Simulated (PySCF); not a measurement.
Compound: C2H5O2S (doublet state).
SMILES with atom numbers: `[CH2:1][S:2]([CH3:3])(=[O:4])=[O:5]` (hydrogens: H6, H7 on C1; H8, H9, H10 on C3)

Cartesian coordinates in Å at the GFN2-xTB level; atoms count from 1:
```xyz
10
C2H5O2S angstrom
C     -1.4823   -0.4852    0.1200
S     -0.1740    0.6822    0.1115
C      1.3128   -0.2771    0.5125
O     -0.0487    1.1832   -1.2320
O     -0.4193    1.6176    1.1776
H     -1.8379   -0.8435   -0.8255
H     -2.1150   -0.5218    0.9844
H      1.4424   -1.0321   -0.2515
H      2.1563    0.4028    0.5200
H      1.1746   -0.7215    1.4892
```

The hyperfine couplings belong to this conformer and change with its torsions.

Theory: UKS B3LYP, pcH-1 on C H O S, non-relativistic, mean-field spin-orbit, GIAO (PySCF 2.14.0). Geometry: GFN2-xTB; no solvent, vibrations or thermal averaging. The geometry wasn't refined by DFT: couplings that depend on bond lengths, twists or pyramidal angles can differ widely from those at the functional's own minimum. The SCF solution wasn't tested for stability.

(1) Give the principal g shifts and their parts.

(2) What are the electron Larmor frequencies g μB B/h along the three axes at 340 mT?

(3) At 9.77 GHz, how far is the centre of the isotropic spectrum from where a free electron (g = 2.002319) resonates?

(4) How much does each term add to the isotropic shift?

(5) In a frozen sample, at which fields do the three g values resonate at 9.5, 34, 94 and 263 GHz (hyperfine left aside), and which band first spreads them over more than twice a line width of 0.3 mT?

Answers

(1) 
| Δg (ppm) | 1 | 2 | 3 |
| --- | --- | --- | --- |
| relativistic mass correction | -143 | -143 | -143 |
| gauge correction | 34 | 9 | 38 |
| orbital Zeeman/spin–orbit | -520 | 206 | 580 |
| total | -629 | 71 | 474 |

So g = 2.00169, 2.00239, 2.00279 and g_iso = 2.00229; the tensor is rhombic: the two nearest values differ by 36 % of g3 − g1. Axes: g3 points within 7° of the C1–S2 bond.

(2) 9.5255, 9.5288, 9.5307 GHz for g1, g2 and g3, a range of 5.3 MHz.

(3) B = hν/(g μB) with μB/h = 13.99624 MHz/mT gives 348.62 mT for the free electron and 348.62 mT at g_iso, the same within 0.01 mT.

(4) The mass correction -143, the orbital-Zeeman/spin–orbit term 88 and the gauge correction 27 ppm, for a total of -28 ppm. The mass correction is the largest in size. The mass correction is the same along every axis, so the anisotropy comes from the other two: their spans along these axes are 29 (gauge) and 1100 ppm (orbital Zeeman/spin–orbit).

(5) 
```
band    GHz  B(g3) mT  B(g2) mT  B(g1) mT  spread mT
   X    9.5    338.90    338.97    339.09       0.19
   Q   34.0   1212.92   1213.16   1213.59       0.67
   W   94.0   3353.36   3354.03   3355.21       1.85
   J  263.0   9382.27   9384.16   9387.45       5.17
```

The spread grows in proportion to the frequency. Q band is the first where it exceeds 0.6 mT.

The largest Mulliken spin population is on C1 (+1.04). The angles at C1 add up to 355.9°, so it is nearly planar; its axial dipolar tensor and the negative couplings of its protons fit spin in a p orbital normal to that plane.

The HOMO–LUMO gaps are 8.72 eV among the α and 4.43 eV among the β orbitals.
